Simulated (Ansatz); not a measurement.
The input, for Ansatz 0.2.0:

```yaml
crystal:
  periodic: [false, false, false]
  atoms:
    - {symbol: Si, position_ang: [0.000000, 0.000000, 0.000000]}
    - {symbol: Li, position_ang: [0.000000, 0.000000, 2.441500]}
basis:
  gaussian: {orbitals: def2-TZVP}
magnetization: {spin_polarized: false, initial_magnetization: 1}
correlation: {method: ccsdt_q, electrons: outside_noble_gas}
output: {forces: true}
```

```sh
$ ansatz run in.yaml --threads 1 --pin off --events-out ev --progress --plain --max-ram 2393MiB
```

Output:

```
626 factors; integrals over basis functions are off by at most 2.3e-7 eV
mean field evaluation 1: about -8062.2180 eV, gradient 4.9e0 eV
mean field evaluation 2: about -8062.2192 eV, gradient 4.9e0 eV
mean field evaluation 4: about -8062.4018 eV, gradient 3.8e-1 eV
mean field evaluation 8: about -8062.4053 eV, gradient 6.3e-2 eV
mean field evaluation 16: about -8062.4054 eV, gradient 1.2e-6 eV
mean field evaluation 32: about -8062.4054 eV, gradient 1.2e-6 eV
mean field evaluation 64: about -8062.3983 eV, gradient 3.4e-1 eV
mean field evaluation 96: about -8061.6696 eV, gradient 8.6e-3 eV
mean field evaluation 128: about -8061.6696 eV, gradient 7.9e-4 eV
mean field evaluation 160: about -8059.6146 eV, gradient 3.4e0 eV
...
cycle  16  -3.10334250 eV  change    8.1e-6 eV  update   3.4e-5
cycle  17  -3.10336115 eV  change   -1.9e-5 eV  update   2.0e-5
cycle  18  -3.10336722 eV  change   -6.1e-6 eV  update   8.9e-6
cycle  19  -3.10336971 eV  change   -2.5e-6 eV  update   5.2e-6
cycle  20  -3.10336740 eV  change    2.3e-6 eV  update   2.4e-6
cycle  21  -3.10336702 eV  change    3.8e-7 eV  update   1.3e-6
cycle  22  -3.10336747 eV  change   -4.4e-7 eV  update   8.2e-7
cycle  23  -3.10336819 eV  change   -7.3e-7 eV  update   4.4e-7
cycle  24  -3.10336891 eV  change   -7.1e-7 eV  update   2.8e-7
cycle  25  -3.10336903 eV  change   -1.2e-7 eV  update   1.2e-7
perturbative correction -0.00797446 eV, -0.0002930561 hartree
the calculation of the forces begins
Total energy: -8065.51677096 eV, -296.4022743292 hartree
Atom 0 at     0.000000     0.000000     0.000000 Å, force     0.000000     0.000000    -0.413006 eV/Å
Atom 1 at     0.000000     0.000000     2.441500 Å, force    -0.000000     0.000000     0.413006 eV/Å
Dipole moment:     0.000000     0.000000     1.204348 e Å
```

Forces (eV/Å):
```
Si   0.000  0.000 -0.413
Li   0.000  0.000  0.413
```

Ran on 1 thread of Arm Neoverse V1, shared host: 80 s wall, 1.2 GiB peak host memory.
